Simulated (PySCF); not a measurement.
# C5H10O (methyl propyl ketone): the cost of one run

Computed with PySCF 2.14.0, with density-fitted response routines of our own, on a single molecule in the gas phase. Atoms count from 0, in the outputs and in this text.

## 1. The molecule as given

16 atoms, charge 0, multiplicity 1; geometry from: MMFF94s. The atoms were then displaced at random by about 0.03 Å, so the start is not that level's minimum.

Bonds of the start (Å): C0–C1 1.44, C1–C2 1.49, C2–C3 1.63, C3–C4 1.40, C3–O5 1.24, C0–H6 1.17, C0–H7 1.07, C0–H8 1.14, C1–H9 1.06, C1–H10 1.10, C2–H11 1.16, C2–H12 1.13, C4–H13 1.14, C4–H14 1.08, C4–H15 1.13.

## 2. Geometry optimisation at PBE0-D3(BJ)/def2-SVP

Job settings and geometry (Å):

```
{"job": {"xc": "PBE0", "basis": "def2-SVP", "d3": "d3bj", "grid": 1, "shake": 0.03, "kind": "geom"}, "charge": 0, "multiplicity": 1}
C     -2.328490     0.206800     0.561370
C     -1.252670    -0.485610    -0.095990
C      0.032540     0.237370     0.106760
C      1.363020    -0.484490    -0.506740
C      2.608830     0.127280    -0.356480
O      1.122630    -1.533030    -1.120330
H     -2.455040     1.281960     0.124690
H     -3.285000    -0.231010     0.362190
H     -2.251220     0.395480     1.687820
H     -1.434030    -0.590110    -1.133700
H     -1.216410    -1.492930     0.356390
H      0.309410     0.340350     1.226270
H     -0.031500     1.279280    -0.332320
H      2.804910     0.230280     0.760150
H      3.365700    -0.497610    -0.814170
H      2.612950     1.182040    -0.759470
```

The run is started by

```
OMP_NUM_THREADS=1 python probes_run.py task.json out
```

This one command runs all jobs of the session in turn.

Q: Estimate the wall time and peak memory of this first job on 1 thread of AMD EPYC 9R45, shared host.

About 26 s, with a peak of 0.52 GiB.
